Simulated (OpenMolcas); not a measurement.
# ClF (chlorine monofluoride), step by step

Aim: a series of 14 runs (HF/aug-cc-pVDZ, CASSCF(14,8)/aug-cc-pVDZ, CASPT2(14,8)/aug-cc-pVDZ, CASPT2(13,8)/aug-cc-pVDZ) of ClF. 

The calculation is run with OpenMolcas 26.06.

### 1 The system as given

ClF has 2 atoms, charge 0, and is taken as a singlet. SMILES: `FCl`. The coordinates come from a PBE0-D4/def2-TZVP relaxation.

Bond lengths: F1–Cl2 1.620 Å.

### 2 The energy at HF/aug-cc-pVDZ (run 1)

The input, struct.xyz:

```xyz
2

F      0.000000     0.000000     0.031290
Cl     0.000000     0.000000     1.650960
```

The input, step1.inp:

```
&GATEWAY
Coord=struct.xyz
Basis=aug-cc-pVDZ
Group=NoSym
&SEWARD
&SCF
PrOrbitals=0
```

The run is started by

```sh
$ export MOLCAS_MEM=1860
$ pymolcas step1.inp > step1.log
```

Output:

```text
--- Start Module: gateway ---
[...]
--- Stop Module: gateway /rc=_RC_ALL_IS_WELL_ ---
--- Start Module: seward ---
[...]
      Basis functions           50
--- Stop Module: seward /rc=_RC_ALL_IS_WELL_ ---
--- Start Module: scf ---
[...]
       Convergence after  10 Iterations
[...]
::    Total SCF energy                               -558.8606152404
[...]
      Total spin, S                                     0.0000000000
[...]
      Total electronic charge=   26.000000
      Total            charge=   -0.000000
[...]
      Dipole Moment (debye):
      Origin of the operator (angstrom)=    0.0000    0.0000    1.0808
                   X=  1.7741E-15               Y= -2.6729E-15               Z=  1.0954E+00           Total=  1.0954E+00
      Quadrupole Moment (debye*angstrom):
[...]
--- Stop Module: scf /rc=_RC_ALL_IS_WELL_ ---
[...]
```

Wall time 1.4 s (1 thread of Arm Neoverse V2, shared host); peak memory 0.38 GiB.

### 3 The energy at CASSCF(14,8)/aug-cc-pVDZ (run 2)

struct.xyz is that of step 2.

The input, step2.inp:

```
* ClF CASSCF
&GATEWAY
Coord = struct.xyz
Basis = aug-cc-pVDZ
Group = NoSym
&SEWARD
&RASSCF
FileOrb = $CurrDir/step1.ScfOrb
Spin = 1
Nactel = 14 0 0
Inactive = 6
Ras2 = 8
OrbListing = Nothing
OrbAppear = Compact
```

The run is started by

```sh
$ export MOLCAS_MEM=1860
$ pymolcas step2.inp > step2.log
```

Output:

```text
--- Start Module: gateway ---
[...]
--- Stop Module: gateway /rc=_RC_ALL_IS_WELL_ ---
--- Start Module: seward ---
[...]
      Basis functions           50
--- Stop Module: seward /rc=_RC_ALL_IS_WELL_ ---
--- Start Module: rasscf ---
[...]
      Number of active orbitals                  8
[...]
      Spin quantum number                      0.0
[...]
      Active orbitals                            8
[...]
      Number of CSFs                            36
[...]
      Number of root(s) required                 1
[...]
      Convergence after 11 iterations
[...]
      printout of CI-coefficients larger than  0.05 for root  1
      energy=    -558.898076
      conf/sym  11111111     Coeff  Weight
             1  22222220  -0.98601 0.97223
            10  22220222   0.16112 0.02596
      Natural orbitals and occupation numbers for root  1
      sym 1:   1.999570   1.998723   1.999738   1.999738   1.948083   1.999299   1.999299   0.055550
      ************************************************************************************************************************
      *                                                    Final results                                                     *
[...]
::    RASSCF root number  1 Total energy:   -558.89807640
[...]
      Total electronic charge=   26.000000
      Total            charge=   -0.000000
[...]
      Dipole Moment (debye):
      Origin of the operator (angstrom)=    0.0000    0.0000    1.0808
                   X= -4.5097E-15               Y=  1.6569E-14               Z=  7.4568E-01           Total=  7.4568E-01
      Quadrupole Moment (debye*angstrom):
[...]
--- Stop Module: rasscf /rc=_RC_ALL_IS_WELL_ ---
[...]
```

It took 1.8 s on 1 thread of Arm Neoverse V2, shared host; peak memory 0.38 GiB.

Runs 3 to 6 aren't shown in full; the table further down has their settings and results.

### 4 A single-point energy at CASPT2(14,8)/aug-cc-pVDZ (ipea shift 0.25 Eh, pt2 variant SS) (run 7)

struct.xyz is that of step 3.

The input, step7.input:

```
* ClF CASPT2
>>> EXPORT MOLCAS_PRINT=2
&GATEWAY
Coord=struct.xyz
Basis=aug-cc-pVDZ
Group=NoSym
&SEWARD
&RASSCF
FileOrb=$CurrDir/step2.RasOrb
Spin=1
Nactel=14 0 0
Inactive=6
Ras2=8
OrbListing=Nothing
OrbAppear=Compact
&CASPT2
Imaginary=0.1
```

The run is started by

```sh
$ export MOLCAS_MEM=1860
$ pymolcas step7.input > step7.log
```

Output:

```text
--- Start Module: gateway ---
[...]
--- Stop Module: gateway /rc=_RC_ALL_IS_WELL_ ---
[...]
      Basis functions           50
[...]
--- Start Module: rasscf ---
[...]
      Number of active orbitals                  8
[...]
      Spin quantum number                      0.0
[...]
      Active orbitals                            8
[...]
      Number of CSFs                            36
[...]
      Number of root(s) required                 1
[...]
      Convergence after  4 iterations
[...]
      printout of CI-coefficients larger than  0.05 for root  1
      energy=    -558.898076
      conf/sym  11111111     Coeff  Weight
             1  22222220  -0.98601 0.97223
            10  22220222   0.16112 0.02596
      Natural orbitals and occupation numbers for root  1
      sym 1:   1.999570   1.998723   1.999738   1.999738   1.948083   1.999299   1.999299   0.055550
      ************************************************************************************************************************
      *                                                    Final results                                                     *
[...]
::    RASSCF root number  1 Total energy:   -558.89807640
[...]
      Total electronic charge=   26.000000
      Total            charge=   -0.000000
[...]
      Dipole Moment (debye):
      Origin of the operator (angstrom)=    0.0000    0.0000    1.0808
                   X=  4.7635E-15               Y=  3.1919E-15               Z=  7.4568E-01           Total=  7.4568E-01
      Quadrupole Moment (debye*angstrom):
[...]
--- Stop Module: rasscf /rc=_RC_ALL_IS_WELL_ ---
--- Start Module: caspt2 ---
[...]
      E2 (Variational):          -0.3167392538
      Total energy:            -559.2148156557
[...]
      Reference weight:           0.91967
[...]
::    CASPT2 Root  1     Total energy:   -559.21481566
[...]
--- Stop Module: caspt2 /rc=_RC_ALL_IS_WELL_ ---
[...]
```

Run time: 1.8 s. Hardware: 1 thread of Arm Neoverse V2, shared host; peak memory 0.38 GiB.

Runs 8 to 13 aren't shown in full; the table further down has their settings and results.

### 5 The doublet cation: the energy at CASPT2(13,8)/aug-cc-pVDZ (ipea shift 0.25 Eh, pt2 variant SS) (run 14)

The input, step14.inp:

```
>>> EXPORT MOLCAS_PRINT=2

&GATEWAY
 COORD
 2
 angstrom
 F        0.000000       0.000000       0.031290
 Cl       0.000000       0.000000       1.650960
 BASIS = aug-cc-pVDZ
 GROUP = NoSym

&SEWARD

&RASSCF
 FILEORB = $CurrDir/step2.RasOrb
 SPIN = 2
 NACTEL = 13 0 0
 INACTIVE = 6
 RAS2 = 8
 ORBLISTING = Nothing
 ORBAPPEAR = Compact

&CASPT2
 IMAGINARY = 0.5
```

The run is started by

```sh
$ export MOLCAS_MEM=1860
$ pymolcas step14.inp > step14.log
```

Output:

```text
--- Start Module: gateway ---
[...]
--- Stop Module: gateway /rc=_RC_ALL_IS_WELL_ ---
[...]
      Basis functions           50
[...]
--- Start Module: rasscf ---
[...]
      Number of active orbitals                  8
[...]
      Spin quantum number                      0.5
[...]
      Active orbitals                            8
[...]
      Number of CSFs                           168
[...]
      Number of root(s) required                 1
[...]
      Convergence after  8 iterations
[...]
      printout of CI-coefficients larger than  0.05 for root  1
      energy=    -558.469633
      conf/sym  11111111     Coeff  Weight
             1  222222u0  -0.97203 0.94483
            17  222202u2  -0.15315 0.02346
            40  22u2d22u  -0.10040 0.01008
            43  22u2u22d  -0.12428 0.01545
      Natural orbitals and occupation numbers for root  1
      sym 1:   1.999225   1.997471   1.971132   1.999599   1.922639   1.998770   1.028096   0.083067
      ************************************************************************************************************************
      *                                                    Final results                                                     *
[...]
::    RASSCF root number  1 Total energy:   -558.46963270
[...]
      Total electronic charge=   25.000000
      Total            charge=    1.000000
[...]
      Dipole Moment (debye):
      Origin of the operator (angstrom)=    0.0000    0.0000    1.0808
                   X= -6.0185E-09               Y= -1.1291E-08               Z=  1.8661E+00           Total=  1.8661E+00
      Center of Charge (angstrom)
[...]
--- Stop Module: rasscf /rc=_RC_ALL_IS_WELL_ ---
[...]
      E2 (Variational):          -0.2886139831
      Total energy:            -558.7582466852
[...]
      Reference weight:           0.93029
[...]
::    CASPT2 Root  1     Total energy:   -558.75824669
[...]
```

It took 2.4 s on 1 thread of Arm Neoverse V2, shared host; peak memory 0.38 GiB.

### 6 Overview of the runs

```
run                                                          level  imaginary shift   active rule  partner  energy (Eh)  dipole moment (D) of the reference  wall time
  1                                                 HF/aug-cc-pVDZ                –             –     base  -558.860615                                1.10      1.4 s
  2                                       CASSCF(14,8)/aug-cc-pVDZ                –  full valence     base  -558.898076                                0.75      1.8 s
  3  CASPT2(14,8)/aug-cc-pVDZ (ipea shift 0.25 Eh, pt2 variant SS)                0  full valence     base  -559.214816                                0.75      1.9 s
  4  CASPT2(13,8)/aug-cc-pVDZ (ipea shift 0.25 Eh, pt2 variant SS)                0  full valence   cation            –                                   –      2.4 s
  5  CASPT2(14,8)/aug-cc-pVDZ (ipea shift 0.25 Eh, pt2 variant SS)             0.05  full valence     base  -559.214816                                0.75      1.8 s
  6  CASPT2(13,8)/aug-cc-pVDZ (ipea shift 0.25 Eh, pt2 variant SS)             0.05  full valence   cation            –                                   –      2.4 s
  7  CASPT2(14,8)/aug-cc-pVDZ (ipea shift 0.25 Eh, pt2 variant SS)              0.1  full valence     base  -559.214816                                0.75      1.8 s
  8  CASPT2(13,8)/aug-cc-pVDZ (ipea shift 0.25 Eh, pt2 variant SS)              0.1  full valence   cation            –                                   –      2.4 s
  9  CASPT2(14,8)/aug-cc-pVDZ (ipea shift 0.25 Eh, pt2 variant SS)              0.2  full valence     base  -559.214808                                0.75      1.8 s
 10  CASPT2(13,8)/aug-cc-pVDZ (ipea shift 0.25 Eh, pt2 variant SS)              0.2  full valence   cation            –                                   –      2.4 s
 11  CASPT2(14,8)/aug-cc-pVDZ (ipea shift 0.25 Eh, pt2 variant SS)              0.3  full valence     base  -559.214778                                0.75      1.9 s
 12  CASPT2(13,8)/aug-cc-pVDZ (ipea shift 0.25 Eh, pt2 variant SS)              0.3  full valence   cation            –                                   –      2.4 s
 13  CASPT2(14,8)/aug-cc-pVDZ (ipea shift 0.25 Eh, pt2 variant SS)              0.5  full valence     base  -559.214541                                0.75      1.8 s
 14  CASPT2(13,8)/aug-cc-pVDZ (ipea shift 0.25 Eh, pt2 variant SS)              0.5  full valence   cation            –                                   –      2.4 s
```

### 7 What came out

```
                                                        quantity          value
                  run 13, CASPT2(14,8)/aug-cc-pVDZ: total energy  -559.21454 Eh
run 13, CASPT2(14,8)/aug-cc-pVDZ: dipole moment (CASSCF density)         0.75 D
```

**Reading.** Below the HF energy at the same shape and in the same basis (aug-cc-pVDZ): CASSCF(14,8) -37.5 mEh; CASPT2(14,8) -353.9 mEh. Active-space methods hold only the correlation inside their space unless a perturbation or CI step follows. All runs together took 29 s, the longest 2.4 s. 6 of the 14 runs ended normally but are set aside, since settings or state are in doubt.
